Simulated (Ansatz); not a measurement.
**CH2AlN: small, medium and large basis sets**

An exercise on one series of results from a longer session: the logs are not shown, and one member is left open.

The runs use Ansatz 0.2.0, Gaussian basis; one geometry, several basis sets.

Levels to be run: PBE0-D4/def2-SVP; ωB97M-V/def2-SVP; PBE0-D4/def2-QZVPP; ωB97M-V/def2-QZVPP; CCSD(T)/cc-pV(D+d)Z; CCSD(T)/cc-pV(T+d)Z; CCSD(T)/cc-pV(Q+d)Z; the functionals' def2-TZVPP values are taken from earlier runs.

### The relaxed structure

All runs share one geometry, relaxed beforehand with PBE0-D4 in a triple-zeta def2 set.

SMILES `N#[C][AlH2]`, 5 atoms, charge 0, spin multiplicity 1.

Atoms are counted from 1 here; the program's logs count them from 0.

Bond lengths: N1–C2 1.154 Å, C2–Al3 1.938 Å, Al3–H4 1.572 Å, Al3–H5 1.572 Å. Angles: N1–C2–Al3 180.0°, C2–Al3–H4 117.0°, C2–Al3–H5 117.0°, H4–Al3–H5 126.1°.

Geometry (Å):

```mol
CH2AlN
  3D, bonds by distance, orders not assigned

  5  4  0  0  0  0  0  0  0  0999 V2000
    1.3823   -1.3460    1.3942 N   0  0
    0.7142   -0.6979    0.7118 C   0  0
   -0.4072    0.3900   -0.4346 Al  0  0
   -1.6297   -0.3229   -1.1202 H   0  0
   -0.0097    1.9032   -0.5926 H   0  0
  1  2  8  0
  2  3  8  0
  3  4  8  0
  3  5  8  0
M  END
```

The first run:

in.yaml reads:

```yaml
crystal:
  periodic: [false, false, false]
  atoms:
    - {symbol: N, position_ang: [1.382347, -1.346021, 1.394164]}
    - {symbol: C, position_ang: [0.714170, -0.697950, 0.711820]}
    - {symbol: Al, position_ang: [-0.407215, 0.389972, -0.434569]}
    - {symbol: H, position_ang: [-1.629710, -0.322860, -1.120219]}
    - {symbol: H, position_ang: [-0.009693, 1.903159, -0.592597]}
basis:
  gaussian: {orbitals: def2-SVP}
hamiltonian: {xc: pbe0, dispersion: d4}
output: {orbitals: {seedname: orbitals}}
```

Among the steps run: PBE0-D4 in def2-SVP; ωB97M-V in def2-SVP; PBE0-D4 in def2-QZVPP; ωB97M-V in def2-QZVPP.

One of the session's tables, all rows but one given; the rest of the session is left out.

It belongs to the step «Density functionals: the series». 

| functional | basis | HOMO (eV) | LUMO (eV) |
| --- | --- | --- | --- |
| PBE0-D4 | def2-SVP | -9.17 | -2.50 |
| PBE0-D4 | def2-TZVPP | ? | ? |
| PBE0-D4 | def2-QZVPP | -9.25 | -2.57 |
| ωB97M-V | def2-SVP | -11.35 | -0.73 |
| ωB97M-V | def2-TZVPP | -11.47 | -0.85 |
| ωB97M-V | def2-QZVPP | -11.48 | -0.92 |

**Question.** Estimate the row for PBE0-D4, def2-TZVPP.

The run gave: HOMO (eV): -9.24; LUMO (eV): -2.56. In the column «HOMO (eV)» it lies between PBE0-D4, def2-QZVPP (-9.25) and PBE0-D4, def2-SVP (-9.17).
